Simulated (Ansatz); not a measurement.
fcc Sr, treated with PBEsol (PAW; Ansatz, a program for electronic structure).

Numerical settings: plane-wave cutoff 520 eV, 18×18×18 k mesh, Fermi–Dirac smearing 0.036 eV (set by the program), scalar-relativistic PAW data made under PBE.

Computed at the level's own relaxed cell.

Hill averages of the elastic tensor: K = 12.3 GPa, G = 6.6 GPa. Volume 51.948 Å³/atom, mean atomic mass 87.620 u.

### Question
Work out the density, the sound velocities of a polycrystal and the elastic Debye temperature at this level.

### Answer
ρ = 1.66054 × 87.620/51.948 = 2.801 g/cm³. v_l = √[(K + 4G/3)/ρ] = 2.745 km/s and v_t = √(G/ρ) = 1.535 km/s. The mean follows from 3/v_m³ = 1/v_l³ + 2/v_t³: v_m = 1.709 km/s. Θ_D = (ħ/k_B) v_m (6π²/V)^(1/3) = 76.38 K Å s/km × 1.709 × 1.0446 Å⁻¹ = 136 K, counting all atoms of the cell.
